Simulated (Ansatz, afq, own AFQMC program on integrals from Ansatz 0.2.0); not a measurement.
# Atomization energy of B2H2, singlet

```yaml
atoms:
  - { symbol: B, position_ang: [0.0000, 0.0000, 0.7529] }
  - { symbol: B, position_ang: [0.0000, 0.0000, -1.0096] }
  - { symbol: H, position_ang: [0.0000, 1.0240, 1.3765] }
  - { symbol: H, position_ang: [0.0000, -1.0240, 1.3765] }
```

Connectivity, by distances: BH2–B.

Atoms in their ground-state spins without spin–orbit coupling (mostly on UHF) minus the molecule (RHF), without zero-point energy. The geometry is a stationary point, not shown to be a minimum.

Basis 6-31G. Noble-gas cores (and the filled d shells of Ga–Kr and In–Xe) are frozen. AFQMC by an in-house program on the Cholesky factors that Ansatz 0.2.0 writes for its CCSD(T) run. ph-AFQMC/CISD is guided by a CISD state made of CCSD amplitudes; releasing the constraint for a short imaginary time cuts its bias at the price of noise, slowly where states lie close. Uncertainties: one standard error, sampling alone. The errors of all members are added in quadrature.

Full CI on the same integrals is exact in this basis and with this determinant's frozen core.

Errors are counted within 6-31G, not against nature.

Cautions: B₂H₂ (singlet): another spin lies lower, restricted determinant unstable towards unrestricted (UHF 598 meV lower, ⟨S²⟩ 0.84), the released energies are still falling, so no released level is given (meV from the phaseless value at times in 1/Eh: -1.4 ± 2.3 at 0.24, -3.3 ± 2.3 at 0.51, -6.9 ± 2.2 at 0.99, -9 ± 3 at 1.62, -16 ± 3 at 2.40), though the last usable value meets full CI within the noise, CCSDTQ on the UHF determinant differs (489 meV lower), perhaps since the unrestricted series falls towards higher spin.

Reference (full CI): 868.0 kJ/mol.

```tsv
level	atomization energy (kJ/mol)	error against FCI (kJ/mol)
HF	773.1	-94.9
MP2	869.7	1.8
CCSD	862.2	-5.8
CCSD(T)	866.3	-1.7
ph-AFQMC/HF	892.3 ± 2.4	24.3 ± 2.4
ph-AFQMC/CISD	867.5 ± 0.2	-0.5 ± 0.2
```

Correlation beyond CCSD(T) adds 1.7 kJ/mol. The perturbative (T) step is worth +4.1 kJ/mol.

A walk keeps the symmetry of its determinant, which the program's search chose and which needn't be the lowest solution, so a lower state of the same spin and another symmetry isn't excluded.
